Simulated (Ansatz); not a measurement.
Nudged elastic band run: BClH$_{5}$Si

Input:

```yaml
crystal:
  periodic: [false, false, false]
  atoms:
    - { symbol: B, position_ang: [-0.004405, 0.000863, -0.68123] }
    - { symbol: Cl, position_ang: [-0.012784, 0.054677, 1.068462] }
    - { symbol: H, position_ang: [1.05781, -0.015713, -1.240396] }
    - { symbol: H, position_ang: [-1.061108, -0.016248, -1.250732] }
    - { symbol: Si, position_ang: [0.012642, -0.008164, 5.314653] }
    - { symbol: H, position_ang: [-0.768893, -1.206805, 5.768369] }
    - { symbol: H, position_ang: [1.428818, -0.072407, 5.808294] }
    - { symbol: H, position_ang: [-0.652081, 1.263796, 5.754779] }
magnetization:
  spin_polarized: true
  initial_magnetization: 1
basis:
  gaussian: { orbitals: "6-31G*" }
hamiltonian:
  xc: pbe
neb:
  order_check: false
  images: 5
  f_tol: 0.05
  max_iterations: 60
  final_atoms:
    - { symbol: B, position_ang: [0.03212859, -0.13176763, 0.17960578] }
    - { symbol: Cl, position_ang: [0.08991002, 1.43679126, 0.95813471] }
    - { symbol: H, position_ang: [1.0744116, -0.66482021, -0.08403281] }
    - { symbol: H, position_ang: [-1.04643448, -0.60079762, -0.05938834] }
    - { symbol: Si, position_ang: [-0.13128681, 0.31805136, 4.81527548] }
    - { symbol: H, position_ang: [-0.96089816, -0.5993498, 3.96455178] }
    - { symbol: H, position_ang: [1.32800145, 0.17222726, 4.49361924] }
    - { symbol: H, position_ang: [-0.3858332, 0.06966437, 6.27443317] }
  initial_path:
    images:
      - { positions_ang: [[-0.004405, 0.000863, -0.68123], [-0.012784, 0.054677, 1.068462], [1.05781, -0.015713, -1.240396], [-1.061108, -0.016248, -1.250732], [0.012642, -0.008164, 5.314653], [-0.768893, -1.206805, 5.768369], [1.428818, -0.072407, 5.808294], [-0.652081, 1.263796, 5.754779]] }
      - { positions_ang: [[-0.00290757, 6.293e-05, -0.45415322], [-0.00851751, 0.03635995, 1.41564132], [1.04874252, -0.01108356, -1.02525217], [-1.05086948, -0.01148603, -1.0321662], [0.00840557, -0.00504918, 5.05643517], [-0.76046422, -1.19009572, 5.5216018], [1.41075215, -0.06938337, 5.54802434], [-0.64514247, 1.25067397, 5.51206796]] }
      - { positions_ang: [[-0.00141013, -0.00073714, -0.22707644], [-0.00425103, 0.0180429, 1.76282064], [1.03967504, -0.00645411, -0.81010834], [-1.04063096, -0.00672407, -0.8136004], [0.00416915, -0.00193436, 4.79821735], [-0.75203545, -1.17338643, 5.2748346], [1.3926863, -0.06635973, 5.28775469], [-0.63820393, 1.23755195, 5.26935691]] }
      - { positions_ang: [[8.73e-05, -0.00153721, 3.4e-07], [1.546e-05, -0.00027415, 2.10999996], [1.03060756, -0.00182467, -0.59496451], [-1.03039244, -0.0019621, -0.5950346], [-6.728e-05, 0.00118046, 4.53999952], [-0.74360667, -1.15667715, 5.02806739], [1.37462045, -0.0633361, 5.02748503], [-0.6312654, 1.22442992, 5.02664587]] }
      - { positions_ang: [[0.01076773, -0.04494735, 0.05986882], [0.02998031, 0.47874765, 1.72604487], [1.04520891, -0.22282318, -0.42465394], [-1.03573978, -0.20157394, -0.41648585], [-0.04380712, 0.10680409, 4.63175817], [-0.81603717, -0.97090137, 4.67356219], [1.35908079, 0.01518502, 4.84952977], [-0.54945467, 0.83950807, 5.44257497]] }
      - { positions_ang: [[0.02144816, -0.08835749, 0.1197373], [0.05994516, 0.95776946, 1.34208979], [1.05981025, -0.4438217, -0.25434338], [-1.04108713, -0.40118578, -0.2379371], [-0.08754697, 0.21242773, 4.72351683], [-0.88846767, -0.78512558, 4.31905699], [1.34354112, 0.09370614, 4.6715745], [-0.46764393, 0.45458622, 5.85850407]] }
      - { positions_ang: [[0.03212859, -0.13176763, 0.17960578], [0.08991002, 1.43679126, 0.95813471], [1.0744116, -0.66482021, -0.08403281], [-1.04643448, -0.60079762, -0.05938834], [-0.13128681, 0.31805136, 4.81527548], [-0.96089816, -0.5993498, 3.96455178], [1.32800145, 0.17222726, 4.49361924], [-0.3858332, 0.06966437, 6.27443317]] }
```

Run as:

```bash
$ ansatz run input.yaml --threads 1 --pin off --max-ram 2048MiB --backend cpu --events-out ev --progress --plain --runs-dir out
```

Output, in part (warnings, iteration lines, the closing report on the highest movable image, with atoms numbered from 0):

```
NEB end point (image 0): max|allowed force component| = 1.989e-2 eV/Å (the criterion of neb.relax_end_points is 1.000e-2)
NEB end point (image 6): max|allowed force component| = 1.641e-2 eV/Å (the criterion of neb.relax_end_points is 1.000e-2)
NEB iter   1: max|band force component| = 7.835e0 eV/Å  barrier→ = 1.9626 eV  barrier← = 1.9706 eV  Δτ_max = 0.2000 Å  (243 SCF iters)
NEB iter   2: max|band force component| = 2.890e0 eV/Å  barrier→ = 0.8999 eV  barrier← = 0.9080 eV  Δτ_max = 0.2000 Å  (152 SCF iters)
NEB iter   3: max|band force component| = 1.767e0 eV/Å  barrier→ = 0.5629 eV  barrier← = 0.5709 eV  Δτ_max = 0.2000 Å  (154 SCF iters)
NEB iter   4: max|band force component| = 9.744e-1 eV/Å  barrier→ = 0.3432 eV  barrier← = 0.3513 eV  Δτ_max = 0.1995 Å  (146 SCF iters)
NEB iter   5: max|band force component| = 5.646e-1 eV/Å  barrier→ = 0.2024 eV  barrier← = 0.2104 eV  Δτ_max = 0.2000 Å  (139 SCF iters)
NEB iter   6: max|band force component| = 4.802e-1 eV/Å  barrier→ = 0.0979 eV  barrier← = 0.1060 eV  CI = image 3  Δτ_max = 0.2000 Å  (139 SCF iters)
NEB iter   7: max|band force component| = 2.043e-1 eV/Å  barrier→ = 0.0410 eV  barrier← = 0.0490 eV  CI = image 3  Δτ_max = 0.1709 Å  (135 SCF iters)
NEB iter   8: max|band force component| = 1.573e-1 eV/Å  barrier→ = 0.0166 eV  barrier← = 0.0247 eV  CI = image 3  Δτ_max = 0.1330 Å  (139 SCF iters)
NEB iter   9: max|band force component| = 1.132e-1 eV/Å  barrier→ = 0.0058 eV  barrier← = 0.0138 eV  CI = image 3  Δτ_max = 0.1997 Å  (138 SCF iters)
NEB iter  10: max|band force component| = 3.101e0 eV/Å  barrier→ = 0.4625 eV  barrier← = 0.4706 eV  CI = image 1  Δτ_max = 0.1010 Å  (144 SCF iters)
NEB iter  11: max|band force component| = 2.017e0 eV/Å  barrier→ = 0.2352 eV  barrier← = 0.2432 eV  CI = image 1  Δτ_max = 0.2000 Å  (136 SCF iters)
NEB iter  12: max|band force component| = 9.093e-1 eV/Å  barrier→ = 0.0268 eV  barrier← = 0.0348 eV  CI = image 1  Δτ_max = 0.1675 Å  (142 SCF iters)
NEB iter  13: max|band force component| = 5.032e-1 eV/Å  barrier→ = 0.0077 eV  barrier← = 0.0158 eV  CI = image 1  Δτ_max = 0.1957 Å  (135 SCF iters)
NEB iter  14: max|band force component| = 2.245e0 eV/Å  barrier→ = 0.0094 eV  barrier← = 0.0174 eV  CI = image 5  Δτ_max = 0.2000 Å  (138 SCF iters)
NEB iter  15: max|band force component| = 1.661e0 eV/Å  barrier→ = 0.0748 eV  barrier← = 0.0829 eV  CI = image 1  Δτ_max = 0.1994 Å  (137 SCF iters)
NEB iter  16: max|band force component| = 1.865e-1 eV/Å  barrier→ = 0.0019 eV  barrier← = 0.0099 eV  CI = image 1  Δτ_max = 0.0132 Å  (138 SCF iters)
NEB iter  17: max|band force component| = 7.086e-2 eV/Å  barrier→ = 0.0007 eV  barrier← = 0.0087 eV  CI = image 1  Δτ_max = 0.0852 Å  (127 SCF iters)
NEB iter  18: max|band force component| = 1.726e-1 eV/Å  barrier→ = 0.0005 eV  barrier← = 0.0085 eV  CI = image 1  Δτ_max = 0.0427 Å  (123 SCF iters)
NEB iter  19: max|band force component| = 9.915e-2 eV/Å  barrier→ = 0.0004 eV  barrier← = 0.0084 eV  CI = image 1  Δτ_max = 0.0427 Å  (133 SCF iters)
NEB iter  20: max|band force component| = 5.862e-2 eV/Å  barrier→ = 0.0002 eV  barrier← = 0.0082 eV  CI = image 1  Δτ_max = 0.0133 Å  (129 SCF iters)
NEB iter  21: max|band force component| = 4.560e-2 eV/Å  barrier→ = 0.0000 eV  barrier← = 0.0081 eV  CI = image 1  Δτ_max = 0.0000 Å  (248 SCF iters)
Total energy: -21144.74121278 eV, -777.0549071492 hartree
Atom 0 at    -0.004289     0.000937    -0.679609 Å, force    -0.001206    -0.003082     0.032017 eV/Å
Atom 1 at    -0.007793     0.050526     1.071855 Å, force     0.000771     0.000145    -0.029521 eV/Å
Atom 2 at     1.057969    -0.015482    -1.238716 Å, force    -0.010333     0.001447    -0.001486 eV/Å
Atom 3 at    -1.064427    -0.015671    -1.242742 Å, force     0.010717     0.001452    -0.002011 eV/Å
Atom 4 at     0.013333     0.004905     5.311396 Å, force    -0.000043    -0.000168    -0.000011 eV/Å
Atom 5 at    -0.768517    -1.209890     5.719512 Å, force     0.000416     0.000394     0.000017 eV/Å
Atom 6 at     1.428091    -0.075288     5.806876 Å, force    -0.000383    -0.000088     0.000676 eV/Å
Atom 7 at    -0.654367     1.259963     5.793627 Å, force     0.000061    -0.000099     0.000319 eV/Å
Dipole moment:     0.000297    -0.003405    -0.114713 e Å
```

The run converged. The top lies less than 8 meV above the higher end, about what the thresholds resolve: that end is a shoulder or a very shallow well. A vibrational analysis at the climbing image gives no mode beyond 40i cm⁻¹: the surface is too flat there to confirm a saddle point.

Final band:

```csv
image,path coordinate (Å),energy (kcal/mol)
0,0.00,0.0
1,0.06,0.0
2,0.89,0.0
3,1.71,0.0
4,2.53,-0.1
5,3.36,-0.2
6,4.18,-0.2
```

Time of the run: 4.6 min on 1 thread of Intel(R) Xeon(R) Platinum 8259CL CPU @ 2.50GHz (Skylake/Cascade Lake), with other jobs on the host, peak memory 0.15 GiB.
